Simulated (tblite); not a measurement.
Methallyl alcohol, C4H8O.
SMILES with atom numbers: `[CH2:1]=[C:2]([CH3:3])[CH2:4][OH:5]` (hydrogens: H6, H7 on C1; H8, H9, H10 on C3; H11, H12 on C4; H13 on O5)

Computed with GFN2-xTB (tblite), gas phase: nudged elastic band of 9 images (0 to 8), spring 0.2 eV/Å², climbing image at the end, force threshold 0.05 eV/Å. No saddle search or frequency run followed, so the top image need not be a first-order saddle, and its height can exceed the method's true barrier by a kcal/mol or more.

The band describes a rotation about C2–C4 (fully substituted alkene carbon, carbinol carbon (C–OH)), followed by the dihedral C3–C2–C4–O5, from the optimised start (-63°) to a second optimised geometry at 55°.

Question: How does the energy change from image to image?

Answer: 
| image | dihedral (°) | E (eV) | C2–C4 (Å) | C3···O5 (Å) | largest true force (eV/Å) |
| --- | --- | --- | --- | --- | --- |
| 0 | -63 | 0.000 | 1.510 | 3.01 | 0.01 |
| 1 | -50 | 0.009 | 1.510 | 2.92 | 0.03 |
| 2 | -36 | 0.034 | 1.512 | 2.86 | 0.05 |
| 3 | -21 | 0.062 | 1.515 | 2.83 | 0.05 |
| 4 | -5 | 0.076 | 1.517 | 2.81 | 0.04 |
| 5 | 10 | 0.071 | 1.517 | 2.81 | 0.04 |
| 6 | 25 | 0.054 | 1.514 | 2.84 | 0.03 |
| 7 | 41 | 0.039 | 1.512 | 2.90 | 0.02 |
| 8 | 55 | 0.036 | 1.510 | 3.00 | 0.01 |

Barriers of this band. The top is image 4 at -5°: 0.076 eV forward and 0.040 eV back; the end lies 0.036 eV above the start. The central bond is 0.007 Å longer at the top than at the start.

Question: What rate follows at 350 K for crossing this barrier forward?

Answer: Taking the electronic barrier for the free energy of activation (no zero-point or entropy terms, transmission 1), rate = (kT/h)·exp(−ΔE/kT) ≈ 6 × 10^11 s⁻¹, whose inverse is 2 × 10^-12 s. An error of 1 kcal/mol in the barrier changes this by a factor of 4, and the method and the loose band can each miss by that much or more. The barrier is only 2.5 kT, where transition-state theory is rough.

Question: How would the two end points share their population at 350 K, from these energies alone?

Answer: exp(−ΔE/kT) with ΔE = 0.036 eV gives 0.3 for the higher one (end) against 1 for the lower, without vibrational, rotational or degeneracy terms. GFN2-xTB can put conformers this close in the wrong order.

Question: How long is the path, and how are the images spaced?

Answer: Cartesian distances between aligned neighbours (all atoms, Å): 0.56, 0.58, 0.59, 0.60, 0.58, 0.59, 0.58, 0.58; the sum is 4.66 Å, and the top lies 50 % of the way along.

The cost below is that of the whole band run. Rough CPU time on one thread of a shared machine: about 6 s.
